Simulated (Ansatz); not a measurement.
**Band gap of SnBr2 (Pnma, No. 62; cell taken from a computed entry) at several levels of theory**

No measured value is used here.

```json
[
 {"level (code)": "LDA (Ansatz)", "value (eV)": "2.07"},
 {"level (code)": "PBEsol+SOC (Ansatz)", "value (eV)": "[?]"},
 {"level (code)": "HSE06 (Ansatz)", "value (eV)": "2.87"},
 {"level (code)": "PBE0 (Ansatz)", "value (eV)": "3.51"},
 {"level (code)": "G0W0@PBEsol+SOC (Ansatz)", "value (eV)": "3.57"}
]
```

Task: What belongs in the gaps?

Result: 
- PBEsol+SOC (Ansatz, a first-principles code), value (eV): 1.99 (direct)

Computed values are for a static lattice. Levels without +SOC have no spin–orbit coupling; where heavier elements are present it shifts gaps, mostly down, and can invert bands.  HSE06, PBE0: the gap is read on the k mesh or supercell of the run alone and can be too large. G0W0@PBEsol+SOC: filled d or f shells below the valence bands can shift G0W0 gaps through exchange with them, which wasn't tested here. G0W0@PBEsol+SOC: the correction to the complete basis was taken at k points off the band edges. G0W0@PBEsol+SOC: spin–orbit coupling enters as the shift of the gap found with a semilocal functional. Values are at the PBEsol cell; G0W0@PBEsol+SOC at a fixed cell, not relaxed at this level and not confirmed as the measured one. Cutoffs and k meshes differ between the levels. Ansatz's density-functional and Hartree–Fock values are scalar-relativistic unless marked +SOC, with PAW data made under PBE.
